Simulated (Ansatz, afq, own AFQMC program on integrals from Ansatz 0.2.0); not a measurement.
Integrals from Ansatz 0.2.0, then the random walk in our own AFQMC program (afq).

```yaml
crystal:
  periodic: [false, false, false]
  atoms:
    - {symbol: Al, position_ang: [-0.219916, 0.000000, 0.184635]}
    - {symbol: P, position_ang: [0.159789, 0.000000, -1.925677]}
    - {symbol: H, position_ang: [0.060126, 0.000000, 1.741042]}
basis:
  gaussian: {orbitals: cc-pVDZ}
magnetization: {spin_polarized: true, initial_magnetization: 1}
correlation: {method: ccsd_t, electrons: outside_noble_gas, hamiltonian_folder: ham}
```

```sh
$ ansatz run in.yaml --threads 1 --pin off --events-out ev --progress --plain --max-ram 1382MiB
```

afq runs on the folder ham with

```
--method phaseless --trial mp1 --walkers 40 --populations 1 --least-time 40 --time-step 0.02 --steps-per-block 25 --equilibration-blocks 12 --max-blocks 120 --target-error 0.00072 --factor-cut 1e-05 --start spin_pure --seed 6018 --release-times 0.5,1,2 --release-step 0.1 --release-every 2 --taylor-order 6
```

Times are imaginary, in 1/Eh. The walk had a cap of 271 s.

Output of the walk:

```
orbitals 31  electrons 5 4  factors 225 of 416
reference energy -583.17991234 Eh
CCSD correlation -0.17937457 Eh in 16 cycles, weight of the determinant in the CISD state 0.8597
energy of the start -583.331410 Eh
 block  time / (1/Eh)  mean weight  energy / Eh
     1     0.500  1.0058  -583.343856
     2     1.000  1.0014  -583.351866
     3     1.500  1.0023  -583.357487
     4     2.000  0.9990  -583.358471
     5     2.500  1.0033  -583.361728
     7     3.500  1.0023  -583.365754
     9     4.500  1.0058  -583.375005
    13     6.500  1.0024  -583.361603
    19     9.500  0.9972  -583.386267
    25    12.500  0.9911  -583.369099
    31    15.500  1.0013  -583.380849
    37    18.500  0.9973  -583.364533
    43    21.500  1.0015  -583.371523
    49    24.500  1.0008  -583.363335
    55    27.500  0.9989  -583.363906
    61    30.500  0.9949  -583.367647
    64    32.000  1.0039  -583.394023
    67    33.500  0.9973  -583.376669
    73    36.500  1.0021  -583.382961
    79    39.500  1.0021  -583.366140
    85    42.500  0.9972  -583.369654
    91    45.500  1.0036  -583.367358
    97    48.500  0.9909  -583.362895
   103    51.500  1.0024  -583.361122
   109    54.500  1.0060  -583.368273
   115    57.500  0.9787  -583.371954
   118    59.000  1.0047  -583.361039
   121    60.500  1.0088  -583.372759
   127    63.500  0.9995  -583.370890
   130    65.000  1.0032  -583.368365
blocks merged  error / Eh  count
     1  0.000522  120
     2  0.000635  60
     4  0.000713  30
     8  0.000784  15
released: time / (1/Eh)  energy / Eh  error  mean overlap
  0.50  -583.370055  0.000686  0.9983
  1.00  -583.369413  0.000648  0.9965
  2.00  -583.369118  0.000832  1.0296
energy -583.369894 +/- 0.000713 Eh
(rows thinned)
```

The run passed its tests (sampling time, drift between the halves within three errors, error under three times the target), which doesn't prove that it has relaxed. The second half of the sampling lies above the first by 1.8 errors of their difference, so the energy may still be moving and its error bar be too small.

Against this walk (error 19.4 meV) on the same determinant: CCSD(T) 73.8 meV higher, CCSDT(Q) 9.4 meV higher (within the noise), a separate phaseless walk with a CISD trial and standard settings 55.0 ± 24.2 meV higher. The error is statistical and leaves out the bias of the constraint. Released to 2.00 1/Eh the energy moves by 21 ± 30 meV (both errors), within twice the noise.

Cautions: constraint bias not in the error; an unrestricted solution with more broken spin lies lower (62 meV, ⟨S²⟩ 1.08); unrestricted determinant slightly spin contaminated (⟨S²⟩ 0.80 against 0.75); the time-step error isn't removed.

The walk took 99 s on 1 thread of AMD EPYC 7571 (shared host). The log's last line is the phaseless energy.

CCSDT and higher add their correlation energy to the determinant of the CCSD(T) run, since their own runs factorise the integrals more tightly (a shift of under 2 meV). A walk keeps the symmetry of its determinant, which the program's search chose and which needn't be the lowest solution, so a lower state of the same spin and another symmetry isn't excluded.
